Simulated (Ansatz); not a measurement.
# C4H5NS: the cost of one run

Computed with Ansatz 0.2.0 (the levels named in each step, unless a step's input says otherwise).

## Step 1: Starting point

Bond lengths: C1–C2 1.484 Å, C2–C3 1.362 Å, C3–N4 1.354 Å, N4–C5 1.278 Å, C2–S6 1.737 Å, C5–S6 1.739 Å, C1–H7 1.088 Å, C1–H8 1.092 Å, C1–H9 1.087 Å, C3–H10 1.075 Å, C5–H11 1.071 Å. Angles (14 of 17 angles, heavy atoms first): C1–C2–C3 129.0°, C1–C2–S6 121.9°, C3–C2–S6 109.1°, C2–C3–N4 115.9°, C3–N4–C5 111.6°, N4–C5–S6 115.0°, C2–S6–C5 88.3°, C2–C1–H7 110.7°, C2–C1–H8 110.6°, C2–C1–H9 109.9°, C2–C3–H10 125.2°, N4–C3–H10 118.8°, N4–C5–H11 124.4°, S6–C5–H11 120.5°.

Coordinates:

```xyz
11

C    -2.2955    0.1528   -0.0123
C    -0.8139    0.2435   -0.0117
C    -0.0237    1.3515   -0.0523
N     1.3114    1.1269   -0.0408
C     1.5791   -0.1222    0.0088
S     0.1926   -1.1709    0.0463
H    -2.6508   -0.3452    0.8868
H    -2.6445   -0.4216   -0.8724
H    -2.7269    1.1498   -0.0570
H    -0.3787    2.3654   -0.0924
H     2.5700   -0.5291    0.0281
```

## Step 2: A rough first relaxation, PBE-D4/def2-SVP

This run stands in another session on the same molecule. It ended at:

```xyz
11

C    -2.3101    0.1447   -0.0126
C    -0.8168    0.2329   -0.0116
C    -0.0109    1.3587   -0.0543
N     1.3453    1.1503   -0.0404
C     1.6142   -0.1274    0.0106
S     0.2092   -1.1768    0.0444
H    -2.6993   -0.3510    0.9012
H    -2.6937   -0.4242   -0.8852
H    -2.7438    1.1629   -0.0558
H    -0.4030    2.3864   -0.0958
H     2.6279   -0.5557    0.0307
```

## Step 3: Relaxation, PBE0-D4/def2-TZVPP

File input.yaml:

```yaml
crystal:
  periodic: [false, false, false]
  atoms:
    - { symbol: C, position_ang: [-2.31006598, 0.1446917, -0.01260877] }
    - { symbol: C, position_ang: [-0.81676154, 0.23293692, -0.01162649] }
    - { symbol: C, position_ang: [-0.01092243, 1.35866835, -0.05426357] }
    - { symbol: "N", position_ang: [1.34526548, 1.15033921, -0.04037917] }
    - { symbol: C, position_ang: [1.61415395, -0.12743458, 0.01055067] }
    - { symbol: S, position_ang: [0.20924128, -1.17680927, 0.04439726] }
    - { symbol: H, position_ang: [-2.69932041, -0.35099663, 0.90115852] }
    - { symbol: H, position_ang: [-2.69368314, -0.42418741, -0.88515089] }
    - { symbol: H, position_ang: [-2.74375078, 1.16290912, -0.05575193] }
    - { symbol: H, position_ang: [-0.40301016, 2.38643094, -0.09578079] }
    - { symbol: H, position_ang: [2.62789373, -0.55565836, 0.03067514] }
basis:
  gaussian: { orbitals: def2-TZVPP }
hamiltonian:
  xc: pbe0
  dispersion: d4
relax:
  f_tol: 0.002
  max_steps: 150
```

Started as:

```bash
> ansatz run input.yaml --threads 4 --pin off --max-ram 10240MiB --backend cpu --events-out ev --progress --plain --runs-dir out
```

What time and memory should one allow on 4 threads of Intel Xeon at 2.50GHz (Skylake/Cascade Lake), shared host?

About 1.7 min, with a peak of 0.85 GiB.
